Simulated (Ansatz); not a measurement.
# AlNH₃ (quartet): from Hartree-Fock to the top rungs at distance Al1–H4 along a hydrogen transfer = 1.475 Å, cc-pVDZ

Aim: climb from Hartree-Fock through coupled cluster and multireference methods for AlNH₃ (quartet) at one geometry and basis, and see what each rung misses.

Method: cc-pVDZ, core rule «outside noble gas», up to 6 orbitals frozen; program: Ansatz 0.2.0, Gaussian basis.

To be run: UHF; CCSD(T) on ROHF; CCSD(T) on UHF; BCCD(T) on ROHF; CISD; CCSDT(Q) on ROHF; CCSDT(Q) on UHF; CASSCF and MRCISD+Q, 5 electrons in 5 orbitals; CASSCF and NEVPT2, 5 electrons in 5 orbitals.

23 further runs of the same task are left out: 18 for a known fault of the program, 4 that didn't finish, 1 set aside as unsound or not needed.

### 1 What is computed

The geometry derives from fragments relaxed apart (PBE0/def2-TZVP) and kept rigid, so it is no stationary point. A hydrogen atom is moved between rigid fragments.

5 atoms, charge 0, spin multiplicity 4.

Atoms are counted from 1 here; the program's logs count them from 0.

Bond lengths: Al1–H2 1.586 Å, Al1–H3 1.586 Å, Al1–H4 1.475 Å. Angles: H2–Al1–H3 120.0°, H2–Al1–H4 120.0°, H3–Al1–H4 120.0°.

In the tables R marks a restricted open-shell determinant and U an unrestricted one; 'pair' is the active space of 5 electrons in 5 orbitals; energies count from the table's Hartree-Fock row.

### 2 UHF

File in.yaml:

```yaml
crystal:
  periodic: [false, false, false]
  atoms:
    - {symbol: Al, position_ang: [-1.054359, 0.000000, 0.000000]}
    - {symbol: H, position_ang: [-1.847283, 1.373384, 0.000000]}
    - {symbol: H, position_ang: [-1.847283, -1.373384, 0.000000]}
    - {symbol: H, position_ang: [0.420641, 0.000000, 0.000000]}
    - {symbol: N, position_ang: [2.266641, 0.000000, 0.000000]}
basis:
  gaussian: {orbitals: cc-pVDZ}
magnetization: {spin_polarized: true, initial_magnetization: 3}
hamiltonian: {xc: hf}
output: {orbitals: {seedname: orbitals}}
```

On the command line:

```sh
$ ansatz run in.yaml --threads 1 --pin off --events-out ev --progress --plain --max-ram 2393MiB
```

Log:

```text
Functional definition: HF
  name "HF"
  cite "Fock, Z. Phys. 61, 126 (1930) doi:10.1007/BF01340294"
  parent pbe
  exchange = exact_x
  correlation = 0
444 factors; integrals over basis functions are off by at most 1.8e-3 eV
mean field evaluation 1: about -8107.7590 eV, gradient 9.0e0 eV
mean field evaluation 2: about -8107.7891 eV, gradient 9.1e0 eV
mean field evaluation 4: about -8108.9664 eV, gradient 7.7e-1 eV
mean field evaluation 8: about -8108.9853 eV, gradient 1.5e-4 eV
mean field -8108.98527750 eV, -297.9997124805 hartree, gradient 9.6e-6 eV, S^2 3.756615; 0 other end points of the search recorded, 0 dependent functions left out
reference -8108.98527750 eV, -297.9997124805 hartree; 13, 10 occupied and 34, 37 virtual orbitals, 444 factors
Total energy: -8108.98527750 eV, -297.9997124805 hartree
```

Run time: 0.33 s. Hardware: 1 thread of Arm Neoverse V2, shared host.

From the report: ⟨S²⟩ of the determinant 3.757 (pure quartet: 3.75).

### 3 CCSD(T) on ROHF

in.yaml, as its differences from that of step 2:

```diff
@@ -10,4 +10,3 @@
   gaussian: {orbitals: cc-pVDZ}
-magnetization: {spin_polarized: true, initial_magnetization: 3}
-hamiltonian: {xc: hf}
-output: {orbitals: {seedname: orbitals}}
+magnetization: {spin_polarized: false, initial_magnetization: 3}
+correlation: {method: ccsd_t, electrons: outside_noble_gas}
```

The command is unchanged.

Log, cut to the lines that bear on the results:

```text
Functional definition: HF
  name "HF"
  cite "Fock, Z. Phys. 61, 126 (1930) doi:10.1007/BF01340294"
  parent pbe
[...]
444 factors; integrals over basis functions are off by at most 1.8e-3 eV
[...]
mean field -8108.89260516 eV, -297.9963068349 hartree, gradient 1.1e-6 eV, S^2 3.750000; 0 other end points of the search recorded, 0 dependent functions left out
[...]
6 core orbitals not correlated: weight in the atoms' cores, before any rotation towards them, 1.000 or more for the frozen orbitals, at most 0.000 for the correlated occupied ones
reference -8108.89260516 eV, -297.9963068349 hartree; 7, 4 occupied and 34, 37 virtual orbitals, 444 factors
second order -4.16155989 eV of doubles, -0.05834138 eV of singles
cycle   1  -5.05528550 eV  change   -8.3e-1 eV  update   6.0e-2
[...]
cycle  10  -5.33376513 eV  change    3.1e-6 eV  update   1.1e-5
perturbative correction -0.05860831 eV, -0.0021538157 hartree
Total energy: -8114.28497860 eV, -298.1944729038 hartree
```

It took 0.99 s on 1 thread of Arm Neoverse V2, shared host.

From the report: correlation -5.3924 eV; T1 0.014; largest double amplitude 0.03.

### 4 CCSD(T) on UHF

in.yaml, as its differences from that of step 3:

```diff
@@ -10,3 +10,3 @@
   gaussian: {orbitals: cc-pVDZ}
-magnetization: {spin_polarized: false, initial_magnetization: 3}
+magnetization: {spin_polarized: true, initial_magnetization: 3}
 correlation: {method: ccsd_t, electrons: outside_noble_gas}
```

The command is unchanged.

Log, cut to the lines that bear on the results:

```text
Functional definition: HF
  name "HF"
  cite "Fock, Z. Phys. 61, 126 (1930) doi:10.1007/BF01340294"
  parent pbe
[...]
444 factors; integrals over basis functions are off by at most 1.8e-3 eV
[...]
mean field -8108.98527750 eV, -297.9997124805 hartree, gradient 6.0e-6 eV, S^2 3.756615; 0 other end points of the search recorded, 0 dependent functions left out
6 core orbitals not correlated: weight in the atoms' cores, before any rotation towards them, 1.000 or more for the frozen orbitals, at most 0.000 for the correlated occupied ones
reference -8108.98527750 eV, -297.9997124805 hartree; 7, 4 occupied and 34, 37 virtual orbitals, 444 factors
second order -4.14272175 eV of doubles, -0.00000000 eV of singles
cycle   1  -4.96153955 eV  change   -8.2e-1 eV  update   5.9e-2
[...]
cycle  10  -5.24309232 eV  change    3.4e-6 eV  update   1.1e-5
perturbative correction -0.05843316 eV, -0.0021473790 hartree
Total energy: -8114.28680297 eV, -298.1945399482 hartree
```

Wall time 0.93 s (1 thread of Arm Neoverse V2, shared host).

From the report: ⟨S²⟩ of the determinant 3.757 (pure quartet: 3.75); correlation -5.3015 eV; T1 0.009; largest double amplitude 0.03.

### 5 BCCD(T) on ROHF

in.yaml, as its differences from that of step 4:

```diff
@@ -10,3 +10,3 @@
   gaussian: {orbitals: cc-pVDZ}
-magnetization: {spin_polarized: true, initial_magnetization: 3}
-correlation: {method: ccsd_t, electrons: outside_noble_gas}
+magnetization: {spin_polarized: false, initial_magnetization: 3}
+correlation: {method: bccd_t, electrons: outside_noble_gas}
```

The command is unchanged.

Log, cut to the lines that bear on the results:

```text
Functional definition: HF
  name "HF"
  cite "Fock, Z. Phys. 61, 126 (1930) doi:10.1007/BF01340294"
  parent pbe
[...]
444 factors; integrals over basis functions are off by at most 1.8e-3 eV
[...]
mean field -8108.89260516 eV, -297.9963068349 hartree, gradient 1.1e-6 eV, S^2 3.750000; 0 other end points of the search recorded, 0 dependent functions left out
[...]
6 core orbitals not correlated: weight in the atoms' cores, before any rotation towards them, 1.000 or more for the frozen orbitals, at most 0.000 for the correlated occupied ones
reference -8108.89260516 eV, -297.9963068349 hartree; 7, 4 occupied and 34, 37 virtual orbitals, 444 factors
second order -4.16155989 eV of doubles, -0.05834138 eV of singles
cycle   1  -5.06454186 eV  change   -8.4e-1 eV  update   6.0e-2
[...]
cycle  10  -5.33180434 eV  change    2.9e-7 eV  update   1.1e-5
perturbative correction -0.06073279 eV, -0.0022318887 hartree
Total energy: -8114.28514229 eV, -298.1944789192 hartree
```

It took 1.2 s on 1 thread of Arm Neoverse V2, shared host.

From the report: correlation -5.3925 eV; largest double amplitude 0.03.

### 6 CISD

in.yaml, as its differences from that of step 5:

```diff
@@ -11,2 +11,2 @@
 magnetization: {spin_polarized: false, initial_magnetization: 3}
-correlation: {method: bccd_t, electrons: outside_noble_gas}
+correlation: {active_space: {ras: {orbitals: [4, 3, 34], electrons: 11, max_holes: 2, max_particles: 2}, fixed_orbitals: true}}
```

Launched as before.

Log:

```text
Functional definition: HF
  name "HF"
  cite "Fock, Z. Phys. 61, 126 (1930) doi:10.1007/BF01340294"
  parent pbe
  exchange = exact_x
  correlation = 0
444 factors; integrals over basis functions are off by at most 1.8e-3 eV
mean field evaluation 1: about -8106.9576 eV, gradient 1.2e1 eV
mean field evaluation 2: about -8106.9821 eV, gradient 1.2e1 eV
mean field evaluation 4: about -8108.8157 eV, gradient 2.0e0 eV
mean field evaluation 8: about -8108.8916 eV, gradient 2.8e-1 eV
mean field evaluation 16: about -8108.8926 eV, gradient 1.1e-6 eV
mean field -8108.89260516 eV, -297.9963068349 hartree, gradient 1.1e-6 eV, S^2 3.750000; 0 other end points of the search recorded, 0 dependent functions left out
reference -8108.89260516 eV, -297.9963068349 hartree; 13, 10 occupied and 34, 37 virtual orbitals, 444 factors
state -8113.90640584 eV, -298.1805606112 hartree
Total energy: -8113.90640584 eV, -298.1805606112 hartree
```

Wall time 12 s (1 thread of Arm Neoverse V2, shared host).

From the report: 63,968 determinants.

### 7 CCSDT(Q) on ROHF

in.yaml, as its differences from that of step 6:

```diff
@@ -11,2 +11,2 @@
 magnetization: {spin_polarized: false, initial_magnetization: 3}
-correlation: {active_space: {ras: {orbitals: [4, 3, 34], electrons: 11, max_holes: 2, max_particles: 2}, fixed_orbitals: true}}
+correlation: {method: ccsdt_q, electrons: outside_noble_gas}
```

Same command.

Log, cut to the lines that bear on the results:

```text
Functional definition: HF
  name "HF"
  cite "Fock, Z. Phys. 61, 126 (1930) doi:10.1007/BF01340294"
  parent pbe
[...]
861 factors; integrals over basis functions are off by at most 2.3e-7 eV
[...]
mean field -8108.89267669 eV, -297.9963094634 hartree, gradient 1.1e-6 eV, S^2 3.750000; 0 other end points of the search recorded, 0 dependent functions left out
[...]
6 core orbitals not correlated: weight in the atoms' cores, before any rotation towards them, 1.000 or more for the frozen orbitals, at most 0.000 for the correlated occupied ones
reference -8108.89267669 eV, -297.9963094634 hartree; 7, 4 occupied and 34, 37 virtual orbitals, 861 factors
second order -4.16160748 eV of doubles, -0.05834094 eV of singles
cycle   1  -5.05529164 eV  change   -8.3e-1 eV  update   6.2e-2
[...]
cycle  17  -5.40852027 eV  change    7.5e-7 eV  update   8.6e-7
perturbative correction -0.00200407 eV, -0.0000736481 hartree
Total energy: -8114.30320103 eV, -298.1951425654 hartree
```

Run time: 36 s. Hardware: 1 thread of Arm Neoverse V2, shared host; peak memory 0.59 GiB.

From the report: correlation -5.4105 eV; T1 0.015; largest double amplitude 0.04.

### 8 CCSDT(Q) on UHF

in.yaml, as its differences from that of step 7:

```diff
@@ -10,3 +10,3 @@
   gaussian: {orbitals: cc-pVDZ}
-magnetization: {spin_polarized: false, initial_magnetization: 3}
+magnetization: {spin_polarized: true, initial_magnetization: 3}
 correlation: {method: ccsdt_q, electrons: outside_noble_gas}
```

Same command.

Log, cut to the lines that bear on the results:

```text
Functional definition: HF
  name "HF"
  cite "Fock, Z. Phys. 61, 126 (1930) doi:10.1007/BF01340294"
  parent pbe
[...]
861 factors; integrals over basis functions are off by at most 2.3e-7 eV
[...]
mean field -8108.98534799 eV, -297.9997150710 hartree, gradient 6.0e-6 eV, S^2 3.756614; 0 other end points of the search recorded, 0 dependent functions left out
6 core orbitals not correlated: weight in the atoms' cores, before any rotation towards them, 1.000 or more for the frozen orbitals, at most 0.000 for the correlated occupied ones
reference -8108.98534799 eV, -297.9997150710 hartree; 7, 4 occupied and 34, 37 virtual orbitals, 861 factors
second order -4.14276945 eV of doubles, -0.00000000 eV of singles
cycle   1  -4.96154646 eV  change   -8.2e-1 eV  update   6.2e-2
[...]
cycle  17  -5.31767018 eV  change    7.4e-7 eV  update   1.2e-6
perturbative correction -0.00205059 eV, -0.0000753578 hartree
Total energy: -8114.30506876 eV, -298.1952112036 hartree
```

It took 30 s on 1 thread of Arm Neoverse V2, shared host; peak memory 0.47 GiB.

From the report: ⟨S²⟩ of the determinant 3.757 (pure quartet: 3.75); correlation -5.3197 eV; T1 0.010; largest double amplitude 0.04.

### 9 CASSCF and MRCISD+Q, 5 electrons in 5 orbitals

in.yaml, as its differences from that of step 8:

```diff
@@ -10,3 +10,3 @@
   gaussian: {orbitals: cc-pVDZ}
-magnetization: {spin_polarized: true, initial_magnetization: 3}
-correlation: {method: ccsdt_q, electrons: outside_noble_gas}
+magnetization: {spin_polarized: false, initial_magnetization: 3}
+correlation: {method: fic_mrcisd_q, electrons: outside_noble_gas, active_space: {window: {electrons: 5, orbitals: 5}}}
```

Same command.

Log, cut to the lines that bear on the results:

```text
Functional definition: HF
  name "HF"
  cite "Fock, Z. Phys. 61, 126 (1930) doi:10.1007/BF01340294"
  parent pbe
[...]
444 factors; integrals over basis functions are off by at most 1.8e-3 eV
[...]
mean field -8108.89260516 eV, -297.9963068349 hartree, gradient 1.1e-6 eV, S^2 3.750000; 0 other end points of the search recorded, 0 dependent functions left out
reference -8108.89260516 eV, -297.9963068349 hartree; 13, 10 occupied and 34, 37 virtual orbitals, 444 factors
state -8109.25871913 eV, -298.0097612749 hartree
contracted CI cycle   1: correlation 0.00000000 eV, 0.0000000000 hartree, residual 1.85e1 eV
contracted CI cycle   2: correlation -4.60294471 eV, -0.1691550983 hartree, residual 2.22e0 eV
contracted CI cycle   3: correlation -4.68792873 eV, -0.1722782032 hartree, residual 7.19e-1 eV
contracted CI cycle   4: correlation -4.69692320 eV, -0.1726087437 hartree, residual 2.04e-1 eV
contracted CI cycle   5: correlation -4.69777963 eV, -0.1726402170 hartree, residual 6.57e-2 eV
contracted CI cycle   6: correlation -4.69786666 eV, -0.1726434156 hartree, residual 2.36e-2 eV
contracted CI cycle   7: correlation -4.69787752 eV, -0.1726438146 hartree, residual 8.20e-3 eV
contracted CI cycle   8: correlation -4.69787890 eV, -0.1726438651 hartree, residual 2.66e-3 eV
contracted CI cycle   9: correlation -4.69787902 eV, -0.1726438697 hartree, residual 7.27e-4 eV
state -8109.25871913 eV, -298.0097612749 hartree; corrected -8114.32467660 eV, -298.1959317782 hartree
Total energy: -8114.32467660 eV, -298.1959317782 hartree
```

Run time: 1.7 s. Hardware: 1 thread of Arm Neoverse V2, shared host.

From the report: 17 determinants; active occupations 1.98, 1.00, 1.00, 1.00, 0.02.

### 10 CASSCF and NEVPT2, 5 electrons in 5 orbitals

in.yaml, as its differences from that of step 9:

```diff
@@ -11,2 +11,2 @@
 magnetization: {spin_polarized: false, initial_magnetization: 3}
-correlation: {method: fic_mrcisd_q, electrons: outside_noble_gas, active_space: {window: {electrons: 5, orbitals: 5}}}
+correlation: {method: sc_nevpt2, electrons: outside_noble_gas, active_space: {window: {electrons: 5, orbitals: 5}}}
```

Same command.

Log:

```text
Functional definition: HF
  name "HF"
  cite "Fock, Z. Phys. 61, 126 (1930) doi:10.1007/BF01340294"
  parent pbe
  exchange = exact_x
  correlation = 0
444 factors; integrals over basis functions are off by at most 1.8e-3 eV
mean field evaluation 1: about -8106.9576 eV, gradient 1.2e1 eV
mean field evaluation 2: about -8106.9821 eV, gradient 1.2e1 eV
mean field evaluation 4: about -8108.8157 eV, gradient 2.0e0 eV
mean field evaluation 8: about -8108.8916 eV, gradient 2.8e-1 eV
mean field evaluation 16: about -8108.8926 eV, gradient 1.1e-6 eV
mean field -8108.89260516 eV, -297.9963068349 hartree, gradient 1.1e-6 eV, S^2 3.750000; 0 other end points of the search recorded, 0 dependent functions left out
reference -8108.89260516 eV, -297.9963068349 hartree; 13, 10 occupied and 34, 37 virtual orbitals, 444 factors
state -8109.25871913 eV, -298.0097612749 hartree
state -8109.25871913 eV, -298.0097612749 hartree; corrected -8113.12845463 eV, -298.1519714317 hartree
Total energy: -8113.12845463 eV, -298.1519714317 hartree
```

Run time: 1.3 s. Hardware: 1 thread of Arm Neoverse V2, shared host.

From the report: 17 determinants; active occupations 1.98, 1.00, 1.00, 1.00, 0.02.

### 11 Misses and costs

The yardstick is UCCSDT(Q), where the cluster series has nearly closed. Rows without a time come out of other runs: HF, MP2 and CCSD of CCSD(T), CCSDT of CCSDT(Q), CASSCF and MRCISD of the multireference runs.

Differences are taken before rounding.

```tsv
method	energy from the lowest RHF (meV)	from UCCSDT(Q) (meV)	time
RHF	0.0	+5412.5	
UHF	-92.7	+5319.8	
RMP2	-4219.9	+1192.6	
UMP2	-4235.4	+1177.1	
CISD	-5013.8	+398.7	12 s
RCCSD	-5333.8	+78.7	
UCCSD	-5335.8	+76.7	
RCCSD(T)	-5392.4	+20.1	0.99 s
UCCSD(T)	-5394.2	+18.3	0.93 s
BCCD(T)	-5392.5	+19.9	1.2 s
RCCSDT	-5408.6	+3.9	
UCCSDT	-5410.4	+2.1	
RCCSDT(Q)	-5410.6	+1.9	36 s
UCCSDT(Q)	-5412.5	0	30 s
CASSCF pair	-366.1	+5046.3	
NEVPT2 pair	-4235.8	+1176.6	1.3 s
MRCISD pair	-5064.0	+348.5	
MRCISD+Q pair	-5432.1	-19.6	1.7 s
```

Among the levels timed on like hardware and quicker than the yardstick, those that no quicker one beats, quickest first: UCCSD(T) (0.93 s, +18.3 meV).

### 12 What came out

```
                         quantity                                                                  value
   UCCSDT(Q) below the RHF energy                                                             -5.4125 eV
              RMP2 from UCCSDT(Q)                                                            +1192.6 meV
              UMP2 from UCCSDT(Q)                                                            +1177.1 meV
             RCCSD from UCCSDT(Q)                                                              +78.7 meV
          RCCSD(T) from UCCSDT(Q)                                                              +20.1 meV
          UCCSD(T) from UCCSDT(Q)                                                              +18.3 meV
         RCCSDT(Q) from UCCSDT(Q)                                                               +1.9 meV
       NEVPT2 pair from UCCSDT(Q)                                                            +1176.6 meV
     MRCISD+Q pair from UCCSDT(Q)                                                              -19.6 meV
levels within 1 kcal/mol (43 meV)  RCCSD(T), UCCSD(T), BCCD(T), RCCSDT, UCCSDT, RCCSDT(Q), MRCISD+Q pair
                    T1 diagnostic                                                                  0.014
```

RCCSD(T) misses by +20.1 meV, 0.4 % of the correlation energy. Of the multireference levels listed MRCISD+Q pair comes nearest in total energy (-19.6 meV), which doesn't show that its space is the better one. These misses are within one basis, not against nature; the frozen cores of restricted and unrestricted runs differ, which can shift their rows.

For cost: UCCSD(T) gets within 18.3 meV in 0.93 s, where UCCSDT(Q) took 30 s.
